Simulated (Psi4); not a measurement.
# Two attempts at AlH3 (SMILES [AlH3])

Wanted: a single-point energy of AlH3, REMP2/6-31G** (fitted SCF, Cartesian functions).

The calculation is run with Psi4 1.11.

2 further runs of the same task are left out: 1 that didn't finish, 1 set aside as unsound or not needed.

### 1 The system as given

The species is AlH3 (4 atoms), meant as a singlet with charge 0. As SMILES, `[AlH3]`. The shape is that of a PBE0-D4/def2-TZVP optimisation.

Bond lengths: Al1–H2 1.586 Å, Al1–H3 1.586 Å, Al1–H4 1.586 Å. Angles: H2–Al1–H3 120.0°, H2–Al1–H4 120.0°, H3–Al1–H4 120.0°.

### 2 First attempt

job.dat reads:

```
memory 1600 MB

molecule {
  0 2
  Al     0.013700    -0.014800    -0.005100
  H      0.633200     0.670900     1.283600
  H     -1.340800    -0.832000     0.105100
  H      0.749400     0.115700    -1.403900
  symmetry c1
  no_reorient
  no_com
}

set {
  basis 6-31G**
  scf_type disk_df
  freeze_core true
  cc_type conv
}

e_tot, wfn = energy("remp2", return_wfn=True)
```

Started as:

```sh
$ psi4 job.dat job.out -n 1
```

job.out:

```text
Psi4 1.11 release

qcelemental.exceptions.ValidationError: Inconsistent or unspecified chg/mult: sys chg: None, frag chg: [0.0], sys mult: None, frag mult: [2]

Printing out the relevant lines from the Psithon --> Python processed input file:
    from psi4.driver.wrapper_database import database, db, DB_RGT, DB_RXN
    from psi4.driver.wrapper_autofrag import auto_fragments
    psi4_io = core.IOManager.shared_object()
    core.set_memory_bytes(1600000000)

--> geometry("""
      0 2
      Al     0.013700    -0.014800    -0.005100
      H      0.633200     0.670900     1.283600
      H     -1.340800    -0.832000     0.105100
      H      0.749400     0.115700    -1.403900

!----------------------------------------------------------------------------------!
!                                                                                  !
!  Inconsistent or unspecified chg/mult: sys chg: None, frag chg: [0.0], sys mult: !
!     None, frag mult: [2]                                                         !
!                                                                                  !
!----------------------------------------------------------------------------------!

    Psi4 run time: 0:00:00.00
```

Wall time 0.89 s (1 thread of Intel Xeon Platinum 8375C at 2.90GHz (Ice Lake), shared host); peak memory 0.13 GiB.

### 3 What went wrong

The program refused the input.

The log says `qcelemental.exceptions.ValidationError: Inconsistent or unspecified chg/mult: sys chg: None, frag chg: [0.0], sys mult: None, frag mult: [2]`. The fault: the spin state typed doesn't suit the molecule. To mend it: multiplicity 1 in place of 2.

### 4 Try two

calc.inp reads:

```
memory 1600 MB

molecule molecule1 {
  0 1
  Al     0.013700    -0.014800    -0.005100
  H      0.633200     0.670900     1.283600
  H     -1.340800    -0.832000     0.105100
  H      0.749400     0.115700    -1.403900
  symmetry c1
  no_reorient
  no_com
}

set {
  basis 6-31G**
  scf_type disk_df
  freeze_core true
  cc_type conv
}

energy_value = energy("remp2")
```

Started as:

```sh
$ psi4 -i calc.inp -o calc.out -n 1
```

calc.out:

```text
[...]
  Running in c1 symmetry.
[...]
  Nuclear repulsion =   13.592190814956911
[...]
  Multiplicity = 1
[...]
  Nalpha       = 8
  Nbeta        = 8
[...]
    Number of basis functions: 34
[...]
   @DF-RHF iter   1:  -243.61598840992755   -6.64407e-01   1.57867e-03 DIIS/ADIIS
[...]
   @DF-RHF iter   7:  -243.61896911331760   -1.75078e-11   4.25934e-09 DIIS
[...]
    Orbital Energies [Eh]
    ---------------------
    Doubly Occupied:
       1A    -58.467202     2A     -4.891981     3A     -3.207410
       4A     -3.203709     5A     -3.203709     6A     -0.567824
       7A     -0.429473     8A     -0.429459
[...]
  @DF-RHF Final Energy:  -243.61896911331760
   => Energetics <=
    Nuclear Repulsion Energy =             13.5921908149569113
    One-Electron Energy =                -365.6207865954348222
    Two-Electron Energy =                 108.4096266671603246
    Total Energy =                       -243.6189691133176041
[...]
 Multipole Moments:
 ------------------------------------------------------------------------------------
     Multipole            Electronic (a.u.)      Nuclear  (a.u.)        Total (a.u.)
 ------------------------------------------------------------------------------------
 L = 1.  Multiply by 2.5417464519 to convert [e a0] to [Debye]
 Dipole X            :         -0.4160636            0.4155508           -0.0005129
 Dipole Y            :          0.4500952           -0.4493769            0.0007183
 Dipole Z            :          0.1539551           -0.1540127           -0.0000576
 Magnitude           :                                                    0.0008845
[...]
	SCS-MP2 Total Energy (a.u.)        :  -243.70155201624198
	SOS-MP2 Total Energy (a.u.)        :  -243.70719218274803
	SCSN-MP2 Total Energy (a.u.)       :  -243.62502117313434
[...]
	SOS-PI-MP2 Total Energy (a.u.)     :  -243.71397857270424
[...]
	MP2 Total Energy (a.u.)            :  -243.69027168322989
[...]
```

Wall time 1.9 s (1 thread of Intel Xeon Platinum 8375C at 2.90GHz (Ice Lake), shared host); peak memory 0.2 GiB.

### 5 Summary of results

Level: REMP2/6-31G** (fitted SCF, Cartesian functions).

```
                                   quantity          value
                               total energy  -243.70737 Eh
        HOMO energy (Hartree–Fock orbitals)      -11.69 eV
        LUMO energy (Hartree–Fock orbitals)        0.91 eV
      HOMO–LUMO gap (Hartree–Fock orbitals)       12.60 eV
correlation energy (5 core orbitals frozen)      -88.4 mEh
```
